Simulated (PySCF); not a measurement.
**Bond curve of PH**

Set-up: basis P def2-TZVPPD, H def2-TZVPPD; no relativity; PySCF 2.14. Energies in eV from P + H in their ground configurations at the same level. All curves are PBE0. state 1: ³Σ⁻ (triplet), unpaired electrons π ↑↑; state 2: Ms = 0 determinant of mixed spin (⟨S²⟩ near 1.0), unpaired electrons π ↑↓, a mixture of terms (⟨Lz²⟩ = 2.0), a second solution, started from another occupation; state 3: singlet, one real π or δ orbital doubly filled, a mixture of terms (⟨Lz²⟩ = 2.0), a second solution, started from another occupation; state 4: quintet, unpaired electrons σ ↑↑, π ↑↑, a second solution, started from another occupation.

| R (Å) | state 1 | state 2 | state 3 | state 4 |
| --- | --- | --- | --- | --- |
| 1.228 | -2.655 | -2.298 | -1.074 | 5.0941 |
| 1.285 | -2.959 | -2.604 | -1.379 | 4.5209 |
| 1.342 | -3.134 | -2.781 | -1.554 | 4.0458 |
| 1.385 | -3.199 | -2.847 | -1.618 | 3.7367 |
| 1.428 | -3.218 | -2.867 | -1.637 | 3.4594 |
| 1.471 | -3.201 | -2.850 | -1.619 | 3.2066 |
| 1.528 | -3.131 | -2.782 | -1.547 | 2.8989 |
| 1.599 | -2.988 | -2.640 | -1.402 | 2.5524 |
| 1.685 | -2.761 | -2.413 | -1.171 | 2.1812 |
| 1.799 | -2.402 | -2.053 | -0.805 | 1.7498 |

Q: Put a parabola through the three lowest points of the state 1 curve and estimate Re, k and ωe (reduced mass 0.9761 u; 1 eV/Å² = 0.16022 mdyn/Å; ωe = 1302.8·√(k/μ) cm⁻¹).

A: Through R = 1.385, 1.428, 1.471 Å the second-order coefficient is 9.73 eV/Å², so Re ≈ 1.429 Å, k ≈ 3.12 mdyn/Å and ωe ≈ 2329 cm⁻¹. A polynomial fit of higher order to the unrounded PBE0 energies gives Re = 1.427 Å, k = 3.24 mdyn/Å, ωe = 2375 cm⁻¹; anharmonicity and rounding make the difference.

The higher-order fit for each curve: state 1: Re = 1.427 Å, ωe = 2375 cm⁻¹, De = 3.22 eV; state 2: Re = 1.429 Å, ωe = 2373 cm⁻¹, minimum 2.87 eV below the ground-state fragments; state 3: Re = 1.427 Å, ωe = 2388 cm⁻¹, minimum 1.64 eV below the ground-state fragments. State 4 gave no clean fit.

The state is the lowest determinant that a PBE0 search found; another state may lie lower at other levels.
